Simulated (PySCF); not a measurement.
**Bond length, frequency and bond energy of AlP⁺ by level of theory**

State: ⁴Σ⁻ (quartet), unpaired electrons σ ↑, π ↑↑. Set-up: Al jorge-DZP-DKH, P jorge-DZP-DKH; spin-free X2C with a Gaussian nucleus (PySCF 2.14). De refers to Al⁺ + P in their high-spin ground configurations, without counterpoise correction. The functionals are run spin-unrestricted. A positive dipole points towards P; it is taken about the centre of mass and depends on that origin. Levels whose curve was spin-contaminated or gave no clean fit are not listed.

| Level | Re (Å) | ωe (cm⁻¹) | De (eV) | μ (D) |
| --- | --- | --- | --- | --- |
| ROHF-CCSD | 2.784 | 139 | 0.311 | n/a |
| ROHF-CCSD(T) | 2.718 | 158 | 0.363 | n/a |
| PBE | 2.497 | 264 | 0.89 | -3.14 |
| BP86 | 2.502 | 260 | 0.85 | -3.19 |
| r²SCAN | 2.468 | 277 | 0.84 | -3.39 |
| PBE0 | 2.502 | 246 | 0.75 | -3.30 |
| M06 | 2.517 | 246 | 0.76 | -3.13 |
| M06-2X | 2.560 | 202 | 0.67 | -3.43 |

The bond length runs from 2.468 Å (r²SCAN) to 2.784 Å (ROHF-CCSD). De spans 0.31 eV (ROHF-CCSD, coupled cluster) to 0.89 eV (PBE, GGA).

Correlated steps freeze 10 core orbitals. Correlated levels converge slowly with the basis: in double zeta they bind strong bonds too weakly, by up to about 1 eV, and carry superposition errors of some tenths. For an ion De counts to the pair picked by the measured ionisation energies or electron affinities, which need not be the lowest pair at this level. The state was picked by a PBE0 search and need not be the measured ground state.

The whole job (state search and all levels along the bond) took about 1.2 min on 1 thread of Intel Xeon 6975P-C (shared host), peak memory 0.54 GiB.
